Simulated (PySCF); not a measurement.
Theory: core-valence-separated Tamm–Dancoff BHandHLYP/aug-pcX-1 (pcseg-1 on H) in PySCF, non-relativistic, gas phase, PBE0-D3(BJ)/def2-SVP geometry. The energies are unshifted.

Main lines of an unknown, eV (oscillator strength): C K: 284.3 (0.055), 284.4 (0.064), 284.6 (0.071), 286.2 (0.023), 286.3 (0.011); N K: 397.3 (0.059), 400.1 (0.040), 400.7 (0.021). Listed: the first five lines at most of each edge with a tenth or more of its strongest line's intensity; roots within 0.03 eV on the same or equivalent atoms are summed. Only the lowest roots were sought, and the top ones are left out.

Question: Which candidate gives them?
A. `C/N=C/CC#N`
B. `CC1=CN=CN1`

Answer: B. 

- `Cc1cnc[nH]1`: C K: 284.3 (0.055), 284.4 (0.064), 284.6 (0.071), 286.2 (0.023), 286.3 (0.011); N K: 397.3 (0.059), 400.1 (0.040), 400.7 (0.021). First C line listed at 284.3 eV, hole on the aromatic CH next to a ring nitrogen (1s→π*); first N line listed at 397.3 eV, hole on the pyridine-type nitrogen.
- `C/N=C/CC#N`: C K: 283.2 (0.066), 284.1 (0.062), 284.1 (0.065), 286.3 (0.014), 286.8 (0.014); N K: 396.1 (0.062), 397.2 (0.063), 397.4 (0.063). First C line listed at 283.2 eV, hole on the imine carbon (1s→π*); first N line listed at 396.1 eV, hole on the imine nitrogen.

One conformer each; other structures than these candidates weren't tested.
